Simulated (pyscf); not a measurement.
Thermochemistry of product channels of HGa=AsH + H• on the doublet surface, in eV, from ωB97M-D3(BJ)/def2-TZVP energies (ideal gas, 1 atm, RRHO with modes under 100 cm⁻¹ raised to 100, one conformer, R ln 2 for rigid chiral ones). PySCF, gas phase, ωB97X-D3(BJ)/def2-SVP geometries.

| products | ΔE | ΔH(298 K) | ΔG(298 K) | ΔG(900 K) |
|---|---|---|---|---|
| H₂Ga–AsH• | -2.45 | -2.30 | -2.02 | -1.44 |
| AsH₂• + GaH [singlet] | -1.23 | -1.16 | -1.24 | -1.36 |
| [Ga=AsH]• + H₂ | -1.88 | -1.78 | -1.84 | -1.94 |
| [HGa–AsH₂]• | -2.32 | -2.16 | -1.89 | -1.30 |
| AsH [triplet] + GaH₂• | +0.08 | +0.13 | +0.02 | -0.16 |
| HGa=As• + H₂ | -1.43 | -1.32 | -1.30 | -1.26 |

These are energies of the channels, which say nothing of barriers. HGa=AsH lies 0.53 eV over its isomer Ga–AsH₂ [singlet], and others may lie lower still (electronic energy, ωB97M-D3(BJ)). The term symbol of open-shell HGa=As• was not checked; spin-orbit terms and orbital degeneracy are left out. Elements up to Kr have no core potential and no relativistic terms here.
